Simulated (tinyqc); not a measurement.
Harmonic frequencies on the RHF/sto-3g surface (energies and gradients from PySCF), for CH3-, spin multiplicity 1, step by step. The basis has no diffuse functions, so it cannot describe the extra electron: this is an exercise in the method, not the real anion. One step of it, computed by the program tinyqc.

Question. Normal modes. Diagonalise H_ij / sqrt(m_i m_j); the 6 smallest eigenvalues belong to translations and rotations; wavenumber = sqrt(eigenvalue / 1822.888) x 219474.63; each mode has its largest component positive (the first on a tie); zero-point energy = sum of wavenumbers / 2, with 349.755 1/cm per kcal/mol. A mass of 2.014 u marks deuterium.

Hessian (symmetrised) (hartree/bohr^2), lower triangle:
```
             1Cx          1Cy          1Cz          2Hx          2Hy          2Hz          3Hx          3Hy
1Cx   0.52073877
1Cy   0.00025998   0.52061537
1Cz   0.00535154  -0.00758459   0.33932435
2Hx  -0.27027663   0.00606335   0.08083730   0.32249171
2Hy   0.01014512  -0.08502365  -0.00201876  -0.00823844   0.08449901
2Hz   0.17921908  -0.00345807  -0.10493670  -0.11460879   0.00214581   0.09561617
3Hx  -0.12307803   0.06900559  -0.04496128  -0.02541987   0.04825642  -0.03430946   0.13567124
3Hy   0.06952909  -0.21006662   0.08090591  -0.00112054  -0.00134084   0.00312967  -0.09263581   0.25126507
3Hz  -0.09300839   0.16686265  -0.12705267   0.01661796  -0.02450897   0.00557564   0.06402226  -0.11489070
4Hx  -0.12738584  -0.07532897  -0.04122865  -0.02679510  -0.05016302  -0.03029965   0.01282746   0.02422709
4Hy  -0.07993411  -0.22552679  -0.07130244   0.00329563   0.00186571  -0.00181754  -0.02462572  -0.03985679
4Hz  -0.09156203  -0.15582027  -0.10733893   0.01715357   0.02438200   0.00374607   0.01524836   0.03085531

             3Hz         4Hx         4Hy         4Hz
3Hz   0.11563055
4Hx   0.01236814  0.14135431
4Hy  -0.02746230  0.10126434  0.26351853
4Hz   0.00584804  0.05916005  0.10058228  0.09774603
```

masses (u): 1C 12.000000, 2H 1.007825, 3H 1.007825, 4H 2.014102

Give: eigenvalues of the mass-weighted Hessian; harmonic wavenumbers of the vibrations; mass-weighted modes; zero-point energy.

Answer.

eigenvalues of the mass-weighted Hessian (hartree/(bohr^2 u)): 0.000  0.000  0.000  0.000  0.000  0.000  0.086  0.120  0.153  0.212  0.385  0.406

harmonic wavenumbers of the vibrations (1/cm): 1505.1  1779.5  2013.6  2365.2  3191.3  3274.9

mass-weighted modes:
```
     mode 1  mode 2  mode 3  mode 4  mode 5  mode 6
1Cx  -0.014  -0.227  -0.100  -0.166  -0.102  -0.252
1Cy  -0.064   0.135  -0.161  -0.292  -0.159   0.150
1Cz  -0.440  -0.012   0.081  -0.132   0.134  -0.014
2Hx   0.216  -0.195  -0.092  -0.094   0.639   0.610
2Hy   0.160  -0.426   0.620   0.043  -0.034  -0.013
2Hz   0.475  -0.267  -0.234  -0.047  -0.246  -0.293
3Hx   0.000   0.260   0.606   0.086  -0.313   0.275
3Hy   0.288   0.387   0.204  -0.064   0.534  -0.514
3Hz   0.464   0.271  -0.196  -0.037  -0.298   0.340
4Hx  -0.117   0.507  -0.119   0.412   0.017  -0.010
4Hy  -0.160  -0.302  -0.190   0.727   0.034   0.006
4Hz   0.409   0.028   0.107   0.383   0.058  -0.001
```

zero-point energy = 20.199 kcal/mol
